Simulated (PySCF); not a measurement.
Gas-phase XPS of H3Si(SH), computed

Species: H3Si(SH), H₄SSi.
SMILES with atom numbers: `[SiH3:1][SH:2]`

Theory: delta-SCF UKS SCAN, pcX-2 on the ionised atom, pcseg-1 elsewhere, spin-free X2C (PySCF). These are vertical core ionisation energies against the vacuum level, from separate self-consistent calculations with and without the core hole.

Problem. List the computed XPS lines with their assignment.

Solution. 
```csv
atom(s),environment,level,binding energy (eV),2p1/2 (eV),count
S2,sulfur bonded to Si and H,S 1s,2477.13,–,1
Si1,SiH3 silicon,Si 1s,1847.20,–,1
Si1,SiH3 silicon,Si 2p3/2,107.44,108.07,1
```

Problem. Which photon energy gives electrons from Si 2p3/2 of Si1 a kinetic energy of 200 eV, and what is their de Broglie wavelength?

Solution. hν = 107.44 + 200 = 307.44 eV, recoil neglected; λ = 12.264 Å/√(E/eV) = 0.87 Å.

Problem. Which effective nuclear charge Zeff reproduces each element's mean 1s value in the hydrogen-like formula E = 13.606 eV × Zeff²?

Solution. Si (Z = 14): mean 1847.2 eV, Zeff = 11.65, Z − Zeff = 2.35; S (Z = 16): mean 2477.1 eV, Zeff = 13.49, Z − Zeff = 2.51. Means run over the listed sites, weighted by atom count.

Not every level is listed. For 2p shells one spin-free hole was relaxed; a mean-field spin–orbit operator and the ground-state splitting of the three 2p orbitals were then diagonalised within the shell. The shell's mean is (2 × 2p3/2 + 2p1/2)/3, and the degeneracies 2j + 1 give areas of 2:1. 2p1/2 minus 2p3/2 (ligand field included): Si 0.62 eV. Isolated species at its GFN2-xTB geometry, gas phase.

Time: 9.8 s of wall time. Hardware: Arm Neoverse N1, one thread (shared host).
